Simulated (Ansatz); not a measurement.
The input, for Ansatz 0.2.0:

```yaml
crystal:
  periodic: [false, false, false]
  atoms:
    - {symbol: Si, position_ang: [0.000000, 0.000000, 0.000000]}
    - {symbol: H, position_ang: [0.000000, 0.000000, 2.775000]}
basis:
  gaussian: {orbitals: def2-SVPD, fitting: {mean_field: def2-universal-jkfit}}
magnetization: {spin_polarized: true, initial_magnetization: 3}
hamiltonian: {xc: hf}
output: {forces: true, orbitals: {seedname: orbitals}}
```

```sh
$ ansatz run in.yaml --threads 1 --pin off --events-out ev --progress --plain --max-ram 2393MiB
```

The program prints:

```
146 factors; integrals over basis functions are off by at most 5.9e-1 eV
mean field evaluation 1: about -7870.2422 eV, gradient 5.7e0 eV
mean field evaluation 2: about -7870.8600 eV, gradient 2.6e0 eV
mean field evaluation 4: about -7871.0178 eV, gradient 1.1e-1 eV
mean field evaluation 8: about -7869.3913 eV, gradient 9.4e0 eV
mean field evaluation 16: about -7870.4840 eV, gradient 3.4e0 eV
mean field evaluation 32: about -7863.1056 eV, gradient 1.2e1 eV
mean field evaluation 64: about -7870.2422 eV, gradient 5.7e0 eV
mean field -7871.01802572 eV, -289.2545772776 hartree, gradient 1.1e-5 eV, S^2 3.765143; 3 other end points of the search recorded, 0 dependent functions left out
the calculation of the forces begins
reference -7871.01802572 eV, -289.2545772776 hartree; 9, 6 occupied and 23, 26 virtual orbitals, 146 factors
Total energy: -7871.01802572 eV, -289.2545772776 hartree
Atom 0 at     0.000000     0.000000     0.000000 Å, force     0.000000     0.000000     0.067317 eV/Å
Atom 1 at     0.000000     0.000000     2.775000 Å, force    -0.000000    -0.000000    -0.067317 eV/Å
Dipole moment:    -0.000000     0.000000     0.036136 e Å
```

Forces (eV/Å):
```
Si   0.000  0.000  0.067
H    0.000  0.000 -0.067
```

Ran on 1 thread of Arm Neoverse V1, shared host: 0.18 s wall, 0.2 GiB peak host memory.
